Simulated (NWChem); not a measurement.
Species: phosphine (PH3); SMILES P

Results from NWChem. Pople sets run with spherical d functions. The geometry was optimised at PBE-D3(BJ)/def2-SVP. Solvent water, SMD (1 M gas to 1 M solution), gas-phase geometry. Reactions with the solvent are ignored.

```tsv
level	basis functions	solvation free energy (kcal/mol)	cavity-dispersion-structure term (kcal/mol)	dipole in solution (D)
PBE0/STO-3G	12	[?]	2.2	[?]
PBE0/3-21G	19	-0.5	2.2	1.86
PBE0/6-31G*	24	0.6	2.2	1.34
PBE0/6-31+G*	28	0.7	2.2	1.29
PBE0/6-311G**	44	0.9	2.2	1.18
PBE0/6-311++G**	51	0.8	2.2	1.24
```

What belongs in the gaps?


- PBE0/STO-3G, solvation free energy (kcal/mol): 1.6
- PBE0/STO-3G, dipole in solution (D): 0.74
